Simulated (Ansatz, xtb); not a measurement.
Ranking isomers of B2H4Si

7 gas-phase structures of B2H4Si, found in a search over its isomers (lower ones may exist). Each was relaxed with GFN2-xTB:

A. `BB[SiH]`, a singlet
B. a singlet given by its coordinates
C. `BB[SiH]`, a triplet
D. `B[Si]B`, a singlet
E. `B1B[SiH2]1`, a singlet
F. a singlet given by its coordinates
G. `B[Si]B`, a triplet

F (Å):

```tsv
atom	x (Å)	y (Å)	z (Å)
B	-0.2942	-0.0637	2.4157
B	-0.5386	-0.3417	3.9069
Si	-0.0028	0.2790	0.6324
H	-0.1072	0.3355	4.7755
H	-1.1769	-1.2529	4.3082
H	0.7690	1.3836	0.0370
H	-0.4850	-0.4840	-0.5320
```

Close contacts (Å): B1–B2 1.54, B1–Si3 1.84, B2–H4 1.18, B2–H5 1.18, Si3–H6 1.47, Si3–H7 1.47.

B (Å):

```yaml
atoms:
  - { symbol: B, position_ang: [-0.5053, 0.6663, -0.3867] }
  - { symbol: B, position_ang: [-0.9354, -0.9482, -0.2088] }
  - { symbol: Si, position_ang: [0.0504, 1.2069, 1.4010] }
  - { symbol: H, position_ang: [-0.1625, -1.8325, -0.3293] }
  - { symbol: H, position_ang: [-1.4278, 1.3777, -0.6971] }
  - { symbol: H, position_ang: [-2.0191, -1.2920, 0.1115] }
  - { symbol: H, position_ang: [0.4408, 0.8366, -1.1148] }
```

Close contacts (Å): B1–B2 1.68, B1–Si3 1.95, B1–H5 1.21, B1–H7 1.21, B2–H4 1.18, B2–H6 1.18.

Question: Estimate their order in r2SCAN-D4/def2-SVP energy at these geometries, lowest first.

Answer: Calculated order at r2SCAN-D4/def2-SVP: E (0.0), D (39.1), F (60.5), G (70.0), B (100.9), C (114.4), A (127.8) kJ/mol.

Energies above the lowest of each column, in kJ/mol; the last columns are at PBE0-D4/def2-TZVP geometries and were run for some of them only (a dash: not run or not comparable):

| structure | GFN2-xTB | HF/STO-3G | r2SCAN-D4/def2-SVP | PBE0-D4/def2-TZVP | CCSD(T)/def2-TZVPP |
| --- | --- | --- | --- | --- | --- |
| E | 61.6 | 85.7 | 0.0 | 0.0 | 0.0 |
| D | 0.0 | 21.1 | 39.1 | 30.8 | 29.3 |
| F | 73.2 | 88.9 | 60.5 | 71.8 | 65.9 |
| G | – | 20.0 | 70.0 | 88.2 | – |
| B | 88.2 | 0.0 | 100.9 | – | – |
| C | – | 32.4 | 114.4 | – | – |
| A | 74.3 | 160.2 | 127.8 | – | – |

CCSD(T)/def2-TZVPP puts E lowest of those it was run on; GFN2-xTB picks D, HF/STO-3G picks B. Flexible structures stand in one conformer each, not always the lowest. Frequencies (PBE0-D4/def2-TZVP) were run for D, E, F alone. GFN2-xTB has no spin polarisation and isn't compared across spin states. Open shells are spin-unrestricted. Large T1 diagnostics make some coupled-cluster values less sure.

Over these structures GFN2-xTB departs from r2SCAN-D4/def2-SVP by 34.7 kJ/mol on average once a common shift is removed. A GFN2-xTB relaxation took about 0.099 s and the r2SCAN-D4/def2-SVP energy about 0.88 s on a shared host (Ansatz 0.2.0, xtb 6.7.1).
